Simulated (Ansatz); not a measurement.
`C=C(O)OC` and `C=C(C)O` differ in one atom or group.

Ansatz, PBE0-D4/def2-TZVP geometries, multiplicity 1. Each molecule was computed in one conformer, which needn't be the lowest.

```csv
property,`C=C(O)OC`
LUMO energy (B3LYP/def2-TZVPP) / eV,0.94
HOMO–LUMO gap (ωB97M-V/def2-TZVPP) / eV,11.30
size of the dipole moment (B3LYP/def2-TZVPP) / D,2.22
HOMO–LUMO gap (PBE0/def2-TZVPP) / eV,7.60
HOMO energy (PBE/def2-TZVPP) / eV,-5.05
HOMO energy (B3LYP/def2-TZVPP) / eV,-6.06
```

Q: Give the same properties after the change, and the shifts. (An estimate is asked.)

A: Ansatz gave: 
| property | `C=C(C)O` | shift |
| --- | --- | --- |
| LUMO energy (B3LYP/def2-TZVPP) / eV | 0.65 | -0.29 |
| HOMO–LUMO gap (ωB97M-V/def2-TZVPP) / eV | 11.35 | 0.05 |
| size of the dipole moment (B3LYP/def2-TZVPP) / D | 0.50 | -1.72 |
| HOMO–LUMO gap (PBE0/def2-TZVPP) / eV | 7.50 | -0.10 |
| HOMO energy (PBE/def2-TZVPP) / eV | -5.38 | -0.33 |
| HOMO energy (B3LYP/def2-TZVPP) / eV | -6.38 | -0.32 |

With PBE0 the HOMO falls by 0.32 eV and the LUMO falls by 0.41 eV, so the gap narrows by about 0.09 eV. PBE moves the HOMO by -0.33 eV and ωB97M-V by -0.31 eV. Dipoles are sizes alone; their direction can turn.

B3LYP here is the variant with VWN-RPA as its local correlation; programs differ in this.
